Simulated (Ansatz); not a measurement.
Cobalt, hcp: convergence with the k-point mesh

Computed with Ansatz, PBE, scalar-relativistic PAW, on the relaxed cell (a = 2.494 Å, c = 4.028 Å (c/a = 1.615); ferromagnetic, net 1.61 μB per atom). Errors count from a run at 420 eV on a Γ-centred 24×24×13 mesh with Fermi-Dirac smearing of 0.05 eV, extrapolated to zero width. Fixed here: cutoff 420 eV, Fermi-Dirac width 0.05 eV.

| k-mesh | E(σ→0) error (meV/atom) | P (GPa) | sphere moment (μB) | SCF iterations |
| --- | --- | --- | --- | --- |
| 2×2×1 | 333.2 | -1.02 | 1.45 | 19 |
| 4×4×2 | 21.9 | 1.96 | 1.74 | 11 |
| 5×5×3 | 24.4 | 2.64 | 1.81 | 13 |
| 7×7×4 | 16.9 | -0.01 | 1.66 | 15 |
| 9×9×5 | 2.6 | -0.77 | 1.62 | 11 |
| 12×12×6 | 3.3 | 0.90 | 1.72 | 15 |
| 15×15×8 | -1.2 | 0.58 | 1.70 | 13 |
| 21×21×11 | 0.9 | 0.22 | 1.68 | 14 |

Within 5 meV/atom of the last row: from 9×9×5 on.
